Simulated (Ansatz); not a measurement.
Basis-set extrapolation for C$_{3}$H$_{6}$FNO, SMILES `CC(F)OC=N` (PBE0-D4/def2-TZVP geometry, frozen core, Ansatz). Multiplicity 1, RHF reference.

```
                      def2-TZVPP   def2-QZVPP
                 HF  -345.985299  -346.001008
    MP2 correlation    -1.182373    -1.272062
CCSD(T) correlation    -1.260483      not run
```

Energies in hartree. Use E(X) = E(∞) + A·exp(−7.88·√X) for Hartree–Fock and E(X) = E(∞) + B·X^(−2.97) for correlation, with X = 3 and 4, and add CCSD(T) minus MP2 of the smaller set to the MP2 limit.

Problem. What is the CCSD(T) energy at the basis-set limit?

Solution. HF limit: -346.001008 + (-0.015709) × 0.13774 = -346.00317. MP2 limit: -1.272062 + (-0.089689) × 0.74074 = -1.33850. Higher-order term: -1.260483 − (-1.182373) = -0.07811. Total: -347.41978 hartree, 456.8 kJ/mol below CCSD(T)/def2-TZVPP.
